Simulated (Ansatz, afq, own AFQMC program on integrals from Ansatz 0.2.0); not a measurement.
AFQMC on a folder of integrals that Ansatz 0.2.0 wrote.

```yaml
crystal:
  periodic: [false, false, false]
  atoms:
    - {symbol: P, position_ang: [0.000000, 0.000000, 0.000000]}
basis:
  gaussian: {orbitals: cc-pVDZ}
total_charge: 1
magnetization: {spin_polarized: true, initial_magnetization: 2}
correlation: {method: ccsd_t, electrons: outside_noble_gas, hamiltonian_folder: ham}
```

```sh
$ ansatz run in.yaml --threads 1 --pin off --events-out ev --progress --plain --max-ram 16896MiB --backend cuda --devices 0, --max-vram 18GiB
```

afq runs on the folder ham with

```
--method phaseless --trial hf --walkers 20 --populations 1 --least-time 40 --time-step 0.0025 --steps-per-block 25 --equilibration-blocks 160 --max-blocks 960 --target-error 0.00048 --factor-cut 1e-05 --start spin_pure --seed 4023 --taylor-order 4
```

Times are imaginary, in 1/Eh. The walk had a cap of 60 s.

Output of the walk:

```
orbitals 13  electrons 3 1  factors 69 of 100
reference energy -340.34391634 Eh
CCSD correlation -0.07001047 Eh in 9 cycles, weight of the determinant in the CISD state 0.9461
energy of the start -340.344033 Eh
 block  time / (1/Eh)  mean weight  energy / Eh
     1     0.062  1.0006  -340.351095
     2     0.125  0.9999  -340.356948
     3     0.188  0.9999  -340.358939
     4     0.250  0.9990  -340.362863
     5     0.312  0.9996  -340.363042
    10     0.625  0.9994  -340.373184
    66     4.125  0.9992  -340.410522
   131     8.188  0.9995  -340.417988
   196    12.250  1.0004  -340.419066
   261    16.312  1.0000  -340.444946
   326    20.375  1.0005  -340.402860
   391    24.438  1.0012  -340.394102
   404    25.250  0.9997  -340.387188
   456    28.500  1.0005  -340.387581
   521    32.562  1.0016  -340.434724
blocks merged  error / Eh  count
     1  0.001013  363
     2  0.001346  181
     4  0.001812  90
     8  0.002371  45
    16  0.002930  22
    32  0.003593  11
energy -340.409509 +/- 0.002930 Eh
(rows thinned)
```

The time cap ended the run before it passed its tests. The second half of the sampling lies above the first by 1.8 errors of their difference, so the energy may still be moving and its error bar be too small.

Against this walk (error 79.7 meV) on the same determinant: CCSD(T) 145.2 meV lower (within the noise), CCSDT(Q) 155.3 meV lower (within the noise), full CI 155.7 meV lower (within the noise), a separate phaseless walk with a CISD trial and standard settings 151.8 ± 79.7 meV lower (within the noise). The error is statistical and leaves out the bias of the constraint.

Cautions: constraint bias not in the error; error not settled; error above the target (79.7 against 13.1 meV); the sampling time fell short of the least asked; so few walkers bias the energy.

The walk took 60 s on 1 × NVIDIA H100 80GB HBM3 with 2 threads of AMD EPYC 7R13 Processor (Zen 3), with other jobs on the host (the card was shared). The log's last line is the phaseless energy.

CCSDT and higher add their correlation energy to the determinant of the CCSD(T) run, since their own runs factorise the integrals more tightly (a shift of under 2 meV). A walk keeps the symmetry of its determinant, which the program's search chose and which needn't be the lowest solution, so a lower state of the same spin and another symmetry isn't excluded.
